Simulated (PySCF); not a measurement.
Gas-phase reaction: 2 C6H6 + C3H8 = 5 C3H4 (allene)

Method: PySCF energies (xtb for GFN2) plus ideal-gas RRHO corrections (1 bar). Table values come from the NASA 1993 polynomials. † marks an energy on the PBE0/def2-TZVP geometry and frequencies; other levels use their own. 6-31G* has spherical d functions here. All species are closed-shell singlets. B3LYP is the form with VWN-RPA correlation. The harmonic model lacks anharmonicity and excited electronic states, which grow with temperature; levels with a mode under 35 cm⁻¹ are left out. Internal rotation in C3H8 is treated as a harmonic vibration of one conformer, which makes the entropy rough.

| level | ΔH°(298 K), kJ | minus table | ΔG°(1000 K), kJ |
|---|---|---|---|
| table | 893.5 | - | 468.6 |
| B3LYP/6-31G* | 876.1 | -17.4 | 455.1 |
| B3LYP/def2-TZVP† | 798.0 | -95.5 | 375.2 |
| GFN2-xTB | 953.1 | 59.6 | 523.2 |
| HF/def2-TZVP† | 826.2 | -67.3 | 403.4 |
| M06-2X/def2-TZVP† | 868.2 | -25.3 | 445.4 |
| PBE/def2-SVP | 912.0 | 18.5 | 483.2 |
| PBE/def2-TZVP† | 843.7 | -49.8 | 420.9 |
| PBE0/def2-TZVP | 915.7 | 22.2 | 492.9 |
| r2SCAN/def2-TZVP† | 887.3 | -6.2 | 464.5 |
